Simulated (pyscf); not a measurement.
H₃Ge–SnH₃ + H₂S -> HS–SnH₂–GeH₃ + hydrogen (H₂), a four-centre exchange (singlet surface; H–Sn, H–S broken, S–Sn, H–H formed). Structures and frequencies: ωB97X-D3(BJ)/def2-SVP in PySCF. Energies in kcal/mol from the separated reactants.

Small-basis levels: PySCF, no dispersion term, spherical d functions. AM1 to PM7: differences of heats of formation from MOPAC, which are fitted to 298 K values and so differ in kind from electronic energies by zero-point and thermal terms. GFN2-xTB: tblite. Cost: rough CPU time at the saddle relative to B3LYP/6-31G*+LANL2DZ, from one job on a shared machine.

```tsv
level	barrier	reaction energy	cost
BP86/6-31G*+LANL2DZ	37.0	-9.2	1
PBE/6-31G*+LANL2DZ	35.2	-9.5	1
M06-2X/6-31G*+LANL2DZ	42.4	-11.5	2
B3LYP/6-311+G**+LANL2DZ	43.8	-5.5	2
PBE/def2-SVP	31.2	-7.9	4
B3LYP/def2-SVP	40.3	-6.4	3
GFN2-xTB	[?]	-4.6	under 0.02
AM1	[?]	-2.7	under 0.02
PM3	35.4	-15.9	under 0.02
ωB97M-D3(BJ)/def2-TZVP	[?]	-8.1	–
```

Q: Fill in the missing entries.

A: 
- GFN2-xTB, barrier: 33.9
- AM1, barrier: 29.4
- ωB97M-D3(BJ)/def2-TZVP, barrier: 42.8

Against the last row the barrier runs from -13.4 (AM1) to +1.0 kcal/mol (B3LYP/6-311+G**+LANL2DZ). ωB97M-D3(BJ)/def2-TZVP has limits of its own. One saddle was located; it need not be the lowest between these sides. In the def2 sets elements up to Kr have no core potential. In the def2 sets elements past Kr carry core potentials, without spin-orbit coupling.
